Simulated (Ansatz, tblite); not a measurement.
**The cluster Si2Au: rung by rung**

An exercise on one series of results from a longer session: the logs are not shown, and one member is left open.

Computed with Ansatz 0.2.0, Gaussian basis. Level: as each input shows.

Plan: GFN1-xTB, GFN2-xTB, PBE-D4/def2-TZVP, r2SCAN-D4/def2-TZVP, B3LYP-D4/def2-TZVP, r2SCANh-D4/def2-TZVP, LC-ωPBE/def2-TZVP, r2SCAN0-D4/def2-TZVP, LDA/def2-TZVP, LC-ωPBE(0.10)/def2-TZVP, LC-ωPBE(0.15)/def2-TZVP, LC-ωPBE(0.20)/def2-TZVP, LC-ωPBE(0.30)/def2-TZVP, PBE-D4/def2-SVP, PBE0-D4/def2-SVP, PBE0-D4/def2-TZVPD, PBE-D4/def2-TZVPD, r2SCAN-D4/def2-TZVPD, CCSD(T)/def2-TZVPP, MP2/def2-TZVP, RPA/def2-TZVP, CCSD(T)/def2-TZVPD.

## The relaxed structure

The doublet was relaxed beforehand with PBE-D4/def2-TZVP. At that level it is the lowest of the isomers that a small search found.

3 atoms, charge 0, spin multiplicity 2.

Bond lengths: Au1–Si2 2.404 Å, Au1–Si3 2.404 Å, Si2–Si3 2.220 Å. Angles: Si2–Au1–Si3 55.0°, Au1–Si2–Si3 62.5°, Au1–Si3–Si2 62.5°.

Au takes a core potential in the def2 sets. No spin-orbit coupling is included.

PBE0-D4/def2-TZVP was run before; its log isn't repeated, and its numbers join the tables.

Set-up of the first run:

Tight binding, by tblite at 300 K electronic temperature and without a spin-polarisation term:

```python
tblite.interface.Calculator('GFN1-xTB', numbers, positions, charge=0, uhf=1).singlepoint()
```

Tight binding, by tblite at 300 K electronic temperature and without a spin-polarisation term:

```python
tblite.interface.Calculator('GFN2-xTB', numbers, positions, charge=0, uhf=1).singlepoint()
```

start.molden holds the orbitals of an earlier run on this state, given as this run's starting guess.

in.yaml reads:

```yaml
crystal:
  periodic: [false, false, false]
  atoms:
    - {symbol: Au, position_ang: [-1.366324, -0.383767, 0.083168]}
    - {symbol: Si, position_ang: [0.377414, 1.248998, -0.186662]}
    - {symbol: Si, position_ang: [0.988911, -0.865231, 0.103494]}
basis:
  gaussian: {orbitals: def2-TZVP, initial_orbitals: start.molden}
magnetization: {spin_polarized: true, initial_magnetization: 1}
hamiltonian: {xc: pbe, dispersion: d4}
scf: {omitted_lower_state_checks: [starts]}
output: {orbitals: {seedname: orbitals}}
```

The run is started by

```
$ ansatz run in.yaml --threads 4 --pin off --events-out ev --progress --plain --max-ram 3916MiB
```

Steps of the session up to this table: PBE-D4/def2-TZVP; r2SCAN-D4/def2-TZVP; B3LYP-D4/def2-TZVP; r2SCANh-D4/def2-TZVP; LC-ωPBE/def2-TZVP; r2SCAN0-D4/def2-TZVP; LDA/def2-TZVP; LC-ωPBE(0.10)/def2-TZVP; LC-ωPBE(0.15)/def2-TZVP; LC-ωPBE(0.20)/def2-TZVP; LC-ωPBE(0.30)/def2-TZVP; PBE-D4/def2-SVP; PBE0-D4/def2-SVP; PBE0-D4/def2-TZVPD; PBE-D4/def2-TZVPD; r2SCAN-D4/def2-TZVPD; CCSD(T)/def2-TZVPP; MP2/def2-TZVP; RPA/def2-TZVP; CCSD(T)/def2-TZVPD.

One of the session's tables, all rows but one given; the rest of the session is left out.

It belongs to the step «Levels side by side». 

| level | HOMO (eV) | LUMO (eV) | gap (eV) |
| --- | --- | --- | --- |
| LDA/def2-TZVP | -4.90 | -4.81 | 0.10 |
| PBE-D4/def2-SVP | -4.78 | -4.53 | 0.25 |
| PBE-D4/def2-TZVP | -4.76 | -4.48 | 0.28 |
| PBE-D4/def2-TZVPD | -4.77 | -4.49 | 0.29 |
| r2SCAN-D4/def2-TZVP | -4.91 | -4.28 | 0.63 |
| r2SCAN-D4/def2-TZVPD | -4.92 | -4.28 | 0.64 |
| r2SCANh-D4/def2-TZVP | -5.20 | -3.97 | 1.23 |
| B3LYP-D4/def2-TZVP | -5.36 | -3.88 | 1.48 |
| PBE0-D4/def2-SVP | -5.58 | -3.72 | 1.86 |
| PBE0-D4/def2-TZVP | ? | ? | ? |
| PBE0-D4/def2-TZVPD | -5.54 | -3.64 | 1.90 |
| r2SCAN0-D4/def2-TZVP | -5.64 | -3.44 | 2.20 |
| LC-ωPBE/def2-TZVP | -7.76 | -1.42 | 6.34 |
| LC-ωPBE(0.10)/def2-TZVP | -6.16 | -3.10 | 3.06 |
| LC-ωPBE(0.15)/def2-TZVP | -6.65 | -2.60 | 4.05 |
| LC-ωPBE(0.20)/def2-TZVP | -6.98 | -2.16 | 4.82 |
| LC-ωPBE(0.30)/def2-TZVP | -7.44 | -1.66 | 5.78 |

Q: Estimate the row for PBE0-D4/def2-TZVP from the others.

**Answer.** HOMO (eV): -5.53; LUMO (eV): -3.63; gap (eV): 1.91. In the column «HOMO (eV)» it lies between PBE0-D4/def2-TZVPD (-5.54) and B3LYP-D4/def2-TZVP (-5.36).
